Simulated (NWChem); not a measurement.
System: water (H2O); SMILES O

NWChem input:

```
start job
memory heap 200 mb stack 900 mb global 1100 mb
geometry units angstroms noautoz
  O      0.000000     0.000000     0.133319
  H      0.754171     0.000000    -0.464991
  H     -0.754171     0.000000    -0.464991
end
basis spherical
  * library 6-31g*
end
dft
  xc b3lyp
  iterations 150
  mulliken
end
task dft energy
```

Geometry: optimised at PBE0/def2-SVP. B3LYP is NWChem's, with the RPA form of VWN correlation.

Problem. Predict the main results of this run. (B3LYP/6-31G* (spherical d).) Quantities: basis functions; energy (Ha); highest occupied level (eV); orbital gap (eV); dipole (D).

Solution. The number of basis functions is 18. The energy (Ha) comes out as -76.41 and the highest occupied level (eV) comes out as -7.92. The orbital gap (eV) is 9.73 and the dipole (D) is 2.10.
